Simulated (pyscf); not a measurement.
Single points on ωB97X-D3(BJ)/def2-SVP structures (PySCF, gas phase). MP2 and CC: frozen core, UHF for open shells. ΔMP2 is the change of the MP2 total energy from the triple- to the quadruple-zeta basis.

Task: Estimate by transition-state theory the rate constant of H₃C–SiH₂–Cl + HCl → CH₄ + Cl–SiH₂–Cl (singlet surface; C–Si, Cl–H broken, C–H, Cl–Si formed) at 1200 K, with CCSD(T)/def2-TZVPP + ΔMP2(QZVPP) energies (ideal gas, 1 atm, RRHO with modes under 100 cm⁻¹ raised to 100, one conformer, R ln 2 for chiral ones without a mode under 150 cm⁻¹; no tunnelling).

Result: The electronic barrier is 39.8 kcal/mol and the thermal terms add +42.3, so ΔG‡ = 82.1 kcal/mol. With k_BT/h = 2.50e+13 s⁻¹ and RT = 2.385 kcal/mol, and a volume of 1.64e-19 cm³ per molecule at 1 atm, k = 4.6e-21 cm³ molecule⁻¹ s⁻¹. Wigner's tunnelling factor for 592i cm⁻¹ would be 1.02. A shift of 1 kcal/mol in the barrier changes k by a factor 1.5. One saddle was located; it need not be the lowest between these sides. The CCSD(T) − MP2 part came from Ansatz, without density fitting, on the same reference.
